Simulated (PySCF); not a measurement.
**The electron affinity along group 13**

Calculated with PySCF 2.14 from differences of total energies of unrestricted determinants, without spin-orbit coupling. Values in eV. The last column holds reference values (measured affinities from photodetachment; the arrow runs from anion to atom). Unmarked ones compare directly (S terms, centres of terms, or small fine structure); those marked * lie between the lowest fine-structure levels and include a spin-orbit shift.

```csv
element,configurations,LDA,PBE0,SCS-MP2 (valence),MP2 (valence and next inner shell),CCSD (valence),CCSD(T) (valence),reference
"B (aug-cc-pCVTZ-DK, spin-free X2C)",[He] 2s2 2p2 → [He] 2s2 2p1,0.730,0.469,0.059,0.206,0.165,0.229,0.280
"Al (aug-cc-pCVTZ-DK, spin-free X2C)",[Ne] 3s2 3p2 → [Ne] 3s2 3p1,0.633,0.527,0.258,0.345,0.369,0.419,0.433 *
"In (aug-cc-pwCVTZ-DK3, spin-free X2C)",[Kr] 4d10 5s2 5p2 → [Kr] 4d10 5s2 5p1,0.643,0.495,0.269,0.359,0.380,0.417,0.384 *
"Tl (aug-cc-pwCVTZ-DK3, spin-free X2C)",[Xe] 4f14 5d10 6s2 6p2 → [Xe] 4f14 5d10 6s2 6p1,0.596,0.412,0.148,0.291,0.274,0.303,0.320 *
```

The highest occupied level of the anion is positive for B⁻ at LDA, PBE0; Al⁻ at LDA, PBE0; In⁻ at LDA, PBE0; Tl⁻ at LDA, PBE0, so there the basis helps to hold the electron.

For Tl a determinant mixes LS terms or the coupling is close to jj, so these rows are model values.

"Valence" correlates the outer s and p shells and, in groups 3 to 12 and the f block, the outer d or f shell, open or full, or the next shell where the ion has no valence electron left; the wider scheme adds the next inner shell.
